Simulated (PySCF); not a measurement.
Gas-phase reaction: 2 CH2CHF → 2 CF + C2H6

Energies from PySCF, thermal terms from the rigid-rotor harmonic-oscillator model, ideal gas at 1 bar. † marks an energy on the PBE0/def2-TZVP geometry and frequencies. MP2 and CCSD(T) freeze the core. Open shells (unrestricted): CF (multiplicity 2); the rest are closed-shell singlets. Spin-orbit splitting is ignored; it lowers the true energy and changes the entropy of CF. MP2 isn't extrapolated to the basis-set limit. CCSD(T) isn't extrapolated to the basis-set limit.

```
level                ΔH°(298 K), kJ
-------------------  --------------
BLYP/def2-TZVP†                 ___
CCSD(T)/def2-TZVPP†             668
HF/def2-TZVP†                   ___
MP2/def2-TZVPP†                 711
LDA/def2-TZVP†                  812
```

Task: Some entries are withheld; supply them.

Result: 
- BLYP/def2-TZVP†, ΔH°(298 K), kJ: 671
- HF/def2-TZVP†, ΔH°(298 K), kJ: 508
